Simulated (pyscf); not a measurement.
# Concerted two-bond exchange: `[GeH2]` [singlet] + `[CH4]` → `[CH2]=[GeH2]` + `[H][H]`

Gas phase, singlet surface, charge 0. Bonds broken: C4–H5, C4–H6. Bonds formed: Ge1–C4, H5–H6. Optimised with ωB97X-D3(BJ)/def2-SVP in PySCF.

Transition state (Å):

```xyz
8

Ge    -0.3405    -1.2152     0.2814
H     -0.1917    -0.4187     1.6236
H     -1.8458    -1.6456     0.3653
C     -0.4568     0.2756    -1.0193
H     -1.4211     1.0324    -0.4899
H     -1.3868     1.6332    -1.1207
H      0.4234     0.9296    -1.0599
H     -0.8300    -0.0003    -2.0136
```

One imaginary mode, 1168i cm⁻¹; descent along it reached the two sides named, in the forms told below.

```csv
bond,change,reactant side (Å),saddle,product side
C4–H5,breaks,1.108,1.335,3.0
C4–H6,breaks,1.100,1.649,3.7
Ge1–C4,forms,2.9,1.982,1.764
H5–H6,forms,1.758,0.872,0.761
```

Electronic energies relative to the separated reactants (eV):

```tsv
level	barrier	reaction energy	reverse barrier
ωB97X-D3(BJ)/def2-TZVP	2.77	+0.97	1.80
PBE/def2-TZVP	2.21	+0.90	1.31
r²SCAN/def2-TZVP	2.25	+0.82	1.43
B3LYP-D3(BJ)/def2-TZVP	2.56	+1.04	1.52
PBE0-D3(BJ)/def2-TZVP	2.43	+0.97	1.46
M06-2X/def2-TZVP	2.76	+1.00	1.76
ωB97M-D3(BJ)/def2-TZVP	2.82	+1.13	1.70
HF/def2-TZVP	3.56	+1.46	2.10
```

With ωB97M-D3(BJ)/def2-TZVP energies and thermal terms (ideal gas, 1 atm, RRHO with modes under 100 cm⁻¹ raised to 100, one conformer, R ln 2 for chiral ones without a mode under 150 cm⁻¹), in eV:

```json
[
 {"T (K)": "298", "ΔH‡": "2.69", "ΔG‡": "3.09", "ΔH": "+0.96", "ΔG": "+1.02"},
 {"T (K)": "600", "ΔH‡": "2.72", "ΔG‡": "3.49", "ΔH": "+1.02", "ΔG": "+1.05"},
 {"T (K)": "900", "ΔH‡": "2.77", "ΔG‡": "3.87", "ΔH": "+1.08", "ΔG": "+1.05"},
 {"T (K)": "1200", "ΔH‡": "2.81", "ΔG‡": "4.23", "ΔH": "+1.12", "ΔG": "+1.04"}
]
```

On the reactant side the descent ends in a complex, 0.19 eV under the separated species and 2.96 eV under the saddle at ωB97X-D3(BJ)/def2-TZVP. The same reactants have a lower exit, to H₃C–GeH₃ (barrier +1.36 eV at ωB97M-D3(BJ)/def2-TZVP, against +2.82 eV here). H₂C=GeH₂ lies 0.72 eV over its isomer H₃C–GeH: [singlet] (electronic energy, ωB97M-D3(BJ)/def2-TZVP). This is the saddle that the search found; another between the same sides may lie lower. Elements up to Kr have no core potential and no relativistic terms here.
